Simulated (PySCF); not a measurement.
CClF₃.
SMILES: `FC(F)(F)Cl`

The closed-shell ground state was solved at several levels (PySCF, density fitting, gas phase, non-relativistic). Isolated species at its PBE0-D3(BJ)/def2-TZVP geometry, gas phase.

| level | basis functions | total energy (Eh) | HOMO (eV) | LUMO (eV) | gap (eV) | dipole (D) |
| --- | --- | --- | --- | --- | --- | --- |
| wB97X-D/pcSseg-2 | 187 | -797.9095 | -12.04 | 1.90 | 13.94 | 0.33 |
| wB97X-D/aug-cc-pVTZ | 234 | -797.8957 | -12.01 | 1.44 | 13.45 | 0.34 |
| B97-2/pcSseg-2 | 187 | -797.9371 | -9.84 | -0.09 | 9.75 | 0.32 |
| KT3/pcSseg-2 | 187 | -805.1757 | -8.69 | -1.22 | 7.47 | 0.27 |
| PBE0/pcSseg-2 | 187 | -797.5322 | -10.12 | 0.00 | 10.12 | 0.34 |

Question: Estimate the row for CAM-B3LYP/aug-cc-pVTZ, a basis of 234 functions; the other rows only guide the guess.

Answer: Total energy -797.9278 Eh, HOMO -11.58 eV, LUMO 0.59 eV, gap 12.17 eV, dipole 0.43 D.

Question: Over all these levels, which gives the widest orbital gap and which the narrowest?

Answer: wB97X-D/pcSseg-2 (range-separated hybrid) has the widest, 13.94 eV, and KT3/pcSseg-2 (GGA) the narrowest, 7.47 eV. The two share the basis. From the narrowest to the widest the HOMO moves by -3.35 eV and the LUMO by +3.12 eV.

Question: In the pcSseg-2 basis, how does the gap go with the fixed share of exact exchange?

Answer: KT3 (0 %) 7.47 eV; B97-2 (21 %) 9.75 eV; PBE0 (25 %) 10.12 eV. Each rise in the share widens the gap here.

Question: How far do the dipole and the HOMO energy spread over the levels?

Answer: The dipole runs from 0.27 to 0.43 D (mean 0.34 D) and the HOMO from -12.04 to -8.69 eV.

wB97X-D is run here without its empirical dispersion term; that term would change no orbital, density or response property at a fixed geometry.
